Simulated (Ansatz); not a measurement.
hcp Co: PBE at its full settings (plane-wave cutoff 520 eV, 24×24×14 k mesh (along the axes of the cell as run), Fermi–Dirac smearing 0.05 eV, spin-polarised with parallel moments, scalar-relativistic PAW data made under PBE) and at cheaper ones, in a cell of 2 atoms with Γ-centred meshes.

```json
[
 {"level and setting": "PBE (Ansatz)", "lattice parameter a (Å)": "2.494", "lattice parameter c (Å)": "4.032", "bulk modulus B0 (GPa)": "215", "magnetic moment (μB)": "1.62"},
 {"level and setting": "PBE (300 eV cutoff) (Ansatz)", "lattice parameter a (Å)": "2.511", "lattice parameter c (Å)": "4.076", "bulk modulus B0 (GPa)": "239", "magnetic moment (μB)": "1.62"},
 {"level and setting": "PBE (Γ point alone) (Ansatz)", "lattice parameter a (Å)": "2.312", "lattice parameter c (Å)": "5.140", "bulk modulus B0 (GPa)": "278", "magnetic moment (μB)": "3.00"},
 {"level and setting": "PBE (2×2×2 k mesh) (Ansatz)", "lattice parameter a (Å)": "2.510", "lattice parameter c (Å)": "4.160", "bulk modulus B0 (GPa)": "191", "magnetic moment (μB)": "1.50"},
 {"level and setting": "PBE (4×4×4 k mesh) (Ansatz)", "lattice parameter a (Å)": "2.483", "lattice parameter c (Å)": "4.061", "bulk modulus B0 (GPa)": "225", "magnetic moment (μB)": "1.59"},
 {"level and setting": "PBE (6×6×6 k mesh) (Ansatz)", "lattice parameter a (Å)": "2.484", "lattice parameter c (Å)": "4.068", "bulk modulus B0 (GPa)": "193", "magnetic moment (μB)": "1.64"},
 {"level and setting": "PBE (Fermi-Dirac smearing of 0.3 eV) (Ansatz)", "lattice parameter a (Å)": "2.494", "lattice parameter c (Å)": "4.048", "bulk modulus B0 (GPa)": "188", "magnetic moment (μB)": "1.40"}
]
```

Largest shifts from the full settings: lattice constant a -7.30 % (PBE (Γ point alone)), against a difference of -0.52 % of the full result from the reference 2.507 Å (measured, 293 K, not corrected to a static lattice; as tabulated in Wikipedia's data pages); lattice parameter c +27 % (PBE (Γ point alone)), against a difference of -0.93 % of the full result from the reference 4.07 Å (measured, 293 K, not corrected to a static lattice; as tabulated in Wikipedia's data pages); bulk modulus +29 % (PBE (Γ point alone)), against a difference of +11.4 % of the full result from the reference 193 GPa (measured, zero-point energy and finite temperature contributions removed, sources range from 193 to 198; as tabulated in doi:10.1021/acs.jctc.3c00612); magnetic moment +1.38 μB (PBE (Γ point alone)), against a difference of +0.05 μB of the full result from the reference 1.57 μB (measured, temperature not stated, spin, per atom, sources range from 1.52 to 1.58; as tabulated in Fu and Singh (2018), arXiv:1808.09261).

Ansatz's density-functional and Hartree–Fock values are scalar-relativistic unless marked +SOC, with PAW data made under PBE.

Run with cheap settings on purpose, which may leave them unconverged: PBE (2×2×2 k mesh), PBE (300 eV cutoff), PBE (4×4×4 k mesh), PBE (6×6×6 k mesh), PBE (Fermi-Dirac smearing of 0.3 eV), PBE (Γ point alone).

Ansatz is a quantum-chemistry and plane-wave program.
